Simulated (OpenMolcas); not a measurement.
SiH3 (SMILES [SiH3]): the energy, rung by rung

SiH3: 4 atoms, total charge 0, spin state doublet. As SMILES, `[SiH3]`. Geometry: relaxed at GFN2-xTB.

```xyz
4

Si    0.2066   -0.0189   -0.1151
H     0.5871    0.6618    1.1056
H    -0.1950   -1.4016    0.0434
H    -0.5987    0.7587   -1.0339
```

Each level gives the energy change with the Si1–H2 bond stretched from 1.449 to 2.535 Å (eV). The values are calculated.

| level | kind | program | value (eV) | less FCI/STO-3G | CPU time (all runs) |
| --- | --- | --- | --- | --- | --- |
| ROHF/STO-3G | Hartree–Fock | OpenMolcas | 4.32 | +0.50 | 4.8 s |
| UHF/STO-3G | Hartree–Fock | OpenMolcas | 3.89 | +0.07 | 3.6 s |
| USVWN5/STO-3G | LDA | OpenMolcas | 4.22 | +0.40 | 8 s |
| UPBE/STO-3G | GGA | OpenMolcas | 4.02 | +0.20 | 9.9 s |
| U-r2SCAN/STO-3G | meta-GGA | OpenMolcas | 4.14 | +0.32 | 14 s |
| UPBE0/STO-3G | global hybrid | OpenMolcas | 4.24 | +0.42 | 11 s |
| CASSCF(3,3)/STO-3G | multireference | OpenMolcas | 3.85 | +0.03 | 4 s |
| ROCCSD(T)/STO-3G | coupled cluster or CI | OpenMolcas | 3.85 | +0.03 | 5.3 s |
| FCI/STO-3G | exact in the basis | OpenMolcas | 3.82 | 0.00 | 3.9 s |

FCI/STO-3G is exact within its basis and frozen core, so for wave-function methods in that basis the difference is their error; functionals converge differently with the basis, so for them it is only a difference. The first shape isn't each level's own minimum. The values span 3.82 to 4.32 eV. Spin contamination of the reference (⟨S²⟩ at least 0.1 too high) touches UHF/STO-3G, UPBE/STO-3G, U-r2SCAN/STO-3G, UPBE0/STO-3G. All rows use very small basis sets, so even the best lies far from the true value. CPU times are rough (shared hosts, several kinds of processor): they show what a rung costs within a factor of a few.
